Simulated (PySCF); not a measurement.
Estimate the missing entries of this data sheet.

Species: C₅H₉ (charge +1).
SMILES with atom numbers: `[CH2:1]=[CH:2][CH+:3][CH2:4][CH3:5]` (hydrogens: H6, H7 on C1; H8 on C2; H9 on C3; H10, H11 on C4; H12, H13, H14 on C5)

Conformer (atom-mapped SMILES and torsion angles): `[CH2:1]=[CH:2][CH+:3][CH2:4][CH3:5]`: C1–C2–C3–C4 179°, C2–C3–C4–C5 -2°.

```json
{"property": "rotational constants A, B, C of the GFN2-xTB geometry", "level": "GFN2-xTB", "value": "14.084, 2.687, 2.319 GHz"}
{"property": "HOMO energy", "level": "PBE0/def2-SVPD", "value": "?"}
{"property": "LUMO energy", "level": "PBE0/def2-SVPD", "value": "?"}
{"property": "lowest singlet excitation", "level": "TDDFT PBE0/def2-SVPD", "value": "4.47 eV (277 nm, f = 0.002)"}
{"property": "strongest line among the 6 lowest singlet transitions", "level": "TDDFT PBE0/def2-SVPD", "value": "S4 at 5.65 eV (220 nm, f = 0.354)"}
{"property": "lowest triplet excitation (Tamm–Dancoff)", "level": "TDA PBE0/def2-SVPD", "value": "?"}
{"property": "static isotropic polarisability", "level": "PBE0/def2-SVPD", "value": "?"}
{"property": "electronic spatial extent ⟨r²⟩ about the centre of nuclear charge", "level": "PBE0/def2-SVPD", "value": "?"}
{"property": "13C chemical shifts (computed TMS as zero) by class", "level": "GIAO PBE0/pcSseg-1", "value": "263.8 (C3), 211.5 (C1), 149.1 (C2), 55.2 (C4), 10.2 (C5) ppm"}
{"property": "1H chemical shifts (computed TMS as zero) by class", "level": "GIAO PBE0/pcSseg-1", "value": "?"}
```

Electronic properties: PySCF, gas phase, density fitting. One conformer (not necessarily the lowest) at the GFN2-xTB geometry, without solvent or vibrations. NMR classes are plain means over equivalent atoms (diastereotopic ones count apart unless rotation or inversion swaps them), as if these changed places fast; in this geometry the members of some classes differ.

Q: What is the HOMO energy?

A: -14.45 eV.

Q: Give the 1H chemical shifts (computed TMS as zero) by class.

A: 10.57 (H9), 9.65 (H6), 9.03 (H7), 8.58 (H8), 4.69 (H10/H11), 1.95 (H12/H13/H14) ppm.

Q: What is the LUMO energy?

A: -9.18 eV.

Q: What is the lowest triplet excitation (Tamm–Dancoff)?

A: 2.76 eV.

Q: The static isotropic polarisability?

A: 60.7 au.

Q: The electronic spatial extent ⟨r²⟩ about the centre of nuclear charge?

A: 539 bohr².

The principal polarisabilities are 39.4, 51.1 and 91.7 au; their mean is the isotropic value. In wavenumbers S1 is 36100 cm⁻¹ (1 eV = 8065.54 cm⁻¹). The polarisability is 9.00 Å³ as a volume (1 au = 0.148185 Å³), or 1.60 au for each of the 38 electrons. The largest Löwdin shares of the HOMO are 0.20 on C2, 0.16 on C1, 0.15 on C4 and 0.14 on C5.
